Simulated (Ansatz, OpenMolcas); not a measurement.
A ladder of methods for AlF2 (SMILES [F][Al][F])

AlF2 has 3 atoms, charge 0, and is taken as a doublet. SMILES: `[F][Al][F]`. Geometry: relaxed at PBE0-D4/def2-TZVP.

```
atom    x (Å)    y (Å)    z (Å)
   F   0.5330  -1.3612   0.1364
  Al   0.3887   0.2754   0.2452
   F  -0.9325   1.0210  -0.3948
```

Quantity: the energy change with the F1–Al2 bond stretched from 1.647 to 2.470 Å, in eV. The values are calculated.

```csv
level,kind,program,value (eV),less FCI/STO-3G,CPU time (all runs)
USVWN5/STO-3G,LDA,OpenMolcas,3.15,+0.99,9 s
UPBE/STO-3G,GGA,Ansatz,2.76,+0.60,4.7 s
U-r2SCAN0/STO-3G,hybrid meta-GGA,Ansatz,2.80,+0.64,9.6 s
UCAM-B3LYP/STO-3G,range-separated hybrid,Ansatz,2.87,+0.71,4.3 s
UB2PLYP/STO-3G,double hybrid,Ansatz,2.61,+0.45,4.1 s
UMP2/STO-3G,perturbation theory,Ansatz,2.19,+0.03,0.65 s
UBCCD(T)/STO-3G,coupled cluster or CI,Ansatz,2.14,-0.02,1.6 s
UCCSDT(Q)/STO-3G,coupled cluster or CI,Ansatz,2.16,0.00,7.8 s
FCI/STO-3G,exact in the basis,Ansatz,2.16,0.00,1.9 s
```

FCI/STO-3G is exact within its basis and frozen core, so for wave-function methods in that basis the difference is their error; functionals converge differently with the basis, so for them it is only a difference. The first shape isn't each level's own minimum. The values span 2.14 to 3.15 eV. All rows use very small basis sets, so even the best lies far from the true value. Times are those of the runs behind each value, whatever else they computed, on shared processors of several kinds: orders of magnitude only.
